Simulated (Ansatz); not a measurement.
## Relative stability

Two relaxed structures of BSiNH₇ (charge +1), singlet (PBE0-D4/def2-TZVP; forces vanish, vibrations not checked).

A:

B1  (0.963, -0.947, 0.752)
Si2  (-0.237, 0.592, 0.181)
N3  (-1.056, 0.606, -1.242)
H4  (-1.034, -0.130, -1.935)
H5  (-1.649, 1.381, -1.511)
H6  (-0.366, 1.733, 1.089)
H7  (1.310, 0.114, 0.035)
H8  (-0.339, -0.822, 0.976)
H9  (1.080, -1.880, 0.029)
H10  (1.464, -0.765, 1.813)
(Å)

B:

```xyz
10
angstrom
B -0.6379 0.7748 -1.3313
Si 0.1349 0.4470 0.4467
N 0.7477 -0.9669 1.0376
H -0.4526 -0.0873 -2.3175
H -1.7063 1.3006 -1.3382
H 0.2452 1.5269 1.4429
H 0.1891 1.3569 -1.9901
H -0.9693 -0.4543 -1.7356
H 0.7796 -1.8432 0.5352
H 1.1446 -1.0449 1.9656
```

Ansatz 0.2.0; basis: def2-TZVPP; cores frozen in the correlated methods. B3LYP uses VWN-RPA correlation.

Question: Which structure is lower at CCSD(T), and by how much? (Judge from chemistry; the value comes from the calculation.)

Answer: The calculation gives: A, by 50.9 kJ/mol (electronic energy, against the other). By their contacts, A is BSiNH₇ ([NH2][SiH]12[H][BH2]1[H]2), total charge +1 and B is BSiNH₇ ([NH2][SiH][BH2]1[H][H]1), total charge +1.

All methods give the same order:

| method | E(B) − E(A) (kJ/mol) |
| --- | --- |
| PBE-D4 | 33.9 |
| r2SCAN-D4 | 47.1 |
| PBE0-D4 | 41.9 |
| B3LYP-D4 | 39.9 |
| wB97M-V | 45.3 |
| HF | 65.8 |
| MP2 | 50.7 |
| CCSD | 53.4 |
| CCSD(T) | 50.9 |

The T1 diagnostic stays at or below 0.014.

Labels in which every atom is bracketed show which atoms are joined, not bond orders.

For scale, one of the runs: CCSD(T)/def2-TZVPP, 202 basis functions, launched by `ansatz run in.yaml --threads 2 --pin off --events-out ev --progress --plain --max-ram 4352MiB`. Hardware: 2 CPU threads of an Arm Neoverse V2, shared host. Wall time 46 s; peak host memory 2.4 GiB.
